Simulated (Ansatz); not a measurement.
# FH6NSi: the cost of one run

Method: RKS PBE/6-31G*, in Ansatz 0.2.0.

## 1. The starting structure

Bond lengths: Si1–N2 2.170 Å, N2–H3 1.060 Å, N2–H4 1.060 Å, Si1–F5 1.590 Å, Si1–H6 1.459 Å, Si1–H7 1.459 Å. Angles: Si1–N2–H3 120.0°, Si1–N2–H4 120.0°, H3–N2–H4 120.0°, N2–Si1–F5 109.5°, N2–Si1–H6 109.5°, N2–Si1–H7 109.5°, F5–Si1–H6 109.5°, F5–Si1–H7 109.5°, H6–Si1–H7 109.5°.

As a file:

```xyz
9

Si    0.0000    0.0000    0.0000
N     0.0000    0.0000    2.1700
H    -0.8770   -0.2713    2.7000
H     0.8770    0.2713    2.7000
F     1.4994    0.0000   -0.5295
H    -0.6877    1.1914   -0.4862
H    -0.6877   -1.1914   -0.4862
H     0.9186   -1.3949    0.5550
H     0.7292   -1.1073    1.5131
```

## 2. Pulling towards end A

Springs on the bonds that form and break draw the guess towards this end; the thresholds are loose.

The input, input.yaml:

```yaml
crystal:
  periodic: [false, false, false]
  atoms:
    - { symbol: Si, position_ang: [0.0, 0.0, 0.0] }
    - { symbol: "N", position_ang: [0.0, 0.0, 2.17] }
    - { symbol: H, position_ang: [-0.877, -0.2713, 2.7] }
    - { symbol: H, position_ang: [0.877, 0.2713, 2.7] }
    - { symbol: F, position_ang: [1.4994, 0.0, -0.5295] }
    - { symbol: H, position_ang: [-0.6877, 1.1914, -0.4862] }
    - { symbol: H, position_ang: [-0.6877, -1.1914, -0.4862] }
    - { symbol: H, position_ang: [0.9186, -1.3949, 0.555] }
    - { symbol: H, position_ang: [0.7292, -1.1073, 1.5131] }
basis:
  gaussian: { orbitals: "6-31G*" }
hamiltonian:
  xc: pbe
relax:
  f_tol: 0.15
  max_steps: 25
  restrain:
    - { distance: [0, 7], at: 2.66, k: 30.0 }
    - { distance: [8, 1], at: 2.26, k: 30.0 }
    - { distance: [0, 1], at: 1.82, k: 30.0 }
    - { distance: [8, 7], at: 0.66, k: 30.0 }
```

Launch:

```console
> ansatz run input.yaml --threads 1 --pin off --max-ram 2048MiB --backend cpu --events-out ev --progress --plain --runs-dir out
```

What time and memory should one allow on 1 thread of Arm Neoverse V2, shared host?

About 29 s, with a peak of 0.13 GiB.
